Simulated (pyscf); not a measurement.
This saddle point was located with ωB97X-D3(BJ)/def2-SVP in PySCF.

```xyz
8

As     2.0969    -1.0523    -0.6692
As     0.6924     0.3976    -1.3426
H      1.2297    -0.7762     1.1292
H     -0.1046     0.8280     0.2410
Ga    -0.9462    -0.0412     1.4121
H      0.7956    -0.4328     1.8175
H     -1.5696     0.8180     2.5648
H     -1.5389    -1.3678     0.8402
```
Charge 0, spin multiplicity 1.

Surface: singlet, charge 0. Lowest wavenumbers (cm⁻¹): 618i, 88, 123, 250, 369.

What reaction is this the transition state of?

HAs=AsH (SMILES [AsH]=[AsH]) + GaH₃ (SMILES [GaH3]) <-> As≡As (SMILES [As]#[As]) + H₂ (SMILES [H][H]) + GaH₃ (SMILES [GaH3]), a multi-bond step read from left to right: As–H, As–H, Ga–H broken and H–H, Ga–H formed. At ωB97M-D3(BJ)/def2-TZVP it lies +86.5 kJ/mol from the left side and +52.3 kJ/mol from the right (each side as separated species at their lowest minima found). On the product side the descent ends in a complex (not fully relaxed), 23.4 kJ/mol under the separated species and 58.5 kJ/mol under the saddle at ωB97X-D3(BJ)/def2-TZVP. One saddle was located; it need not be the lowest between these sides. Elements up to Kr have no core potential and no relativistic terms here.
